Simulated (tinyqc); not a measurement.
Extended Hueckel theory, for H3O+, step by step. The parameters take no account of the charge, which enters only through the electron count. One step of it, computed by the program tinyqc.

Problem. Orbitals. Solve H C = S C e through S^(-1/2); fill by pairs from the bottom, a degenerate level sharing its electrons equally; each orbital has its largest coefficient positive (the first on a tie).

H (eV):
```
             1O 2s      1O 2px      1O 2py      1O 2pz       2H 1s       3H 1s       4H 1s
1O 2s   -32.300000    0.000000    0.000000    0.000000  -22.922390  -22.901435  -22.901435
1O 2px    0.000000  -14.800000    0.000000    0.000000  -11.241396    5.613528    5.613528
1O 2py    0.000000    0.000000  -14.800000    0.000000    0.000000   -9.731698    9.731698
1O 2pz    0.000000    0.000000    0.000000  -14.800000    0.819933    0.818887    0.818887
2H 1s   -22.922390  -11.241396    0.000000    0.819933  -13.600000   -5.061719   -5.061719
3H 1s   -22.901435    5.613528   -9.731698    0.818887   -5.061719  -13.600000   -5.052800
4H 1s   -22.901435    5.613528    9.731698    0.818887   -5.061719   -5.052800  -13.600000
```

overlap S:
```
           1O 2s     1O 2px     1O 2py     1O 2pz      2H 1s      3H 1s      4H 1s
1O 2s   1.000000   0.000000   0.000000   0.000000   0.467070   0.466643   0.466643
1O 2px  0.000000   1.000000   0.000000   0.000000   0.395471  -0.197483  -0.197483
1O 2py  0.000000   0.000000   1.000000   0.000000   0.000000   0.342360  -0.342360
1O 2pz  0.000000   0.000000   0.000000   1.000000  -0.028845  -0.028808  -0.028808
2H 1s   0.467070   0.395471   0.000000  -0.028845   1.000000   0.186093   0.186093
3H 1s   0.466643  -0.197483   0.342360  -0.028808   0.186093   1.000000   0.185765
4H 1s   0.466643  -0.197483  -0.342360  -0.028808   0.186093   0.185765   1.000000
```

valence electrons = 8

Give: orbital energies; occupations; coefficients; sum of one-electron energies.

Solution.

orbital energies (eV): -36.3497  -18.4281  -18.4270  -14.8114  5.8881  5.9073  31.2106

occupations: 2.0000  2.0000  2.0000  2.0000  0.0000  0.0000  0.0000

coefficients:
```
            MO1      MO2      MO3      MO4      MO5      MO6      MO7
1O 2s    0.7355   0.0000  -0.0001   0.0266   0.0000   0.0012   1.1711
1O 2px  -0.0001   0.0000   0.6769   0.0000   0.0000  -0.9728   0.0018
1O 2py   0.0000   0.6768   0.0000   0.0000   0.9728   0.0000   0.0000
1O 2pz   0.0053   0.0000   0.0000   0.9990   0.0000  -0.0001  -0.0741
2H 1s    0.1672   0.0000   0.4140  -0.0097   0.0000   0.9886  -0.6634
3H 1s    0.1671   0.3587  -0.2071  -0.0097  -0.8566  -0.4956  -0.6606
4H 1s    0.1671  -0.3587  -0.2071  -0.0097   0.8566  -0.4956  -0.6606
```

sum of one-electron energies = -176.0324 eV
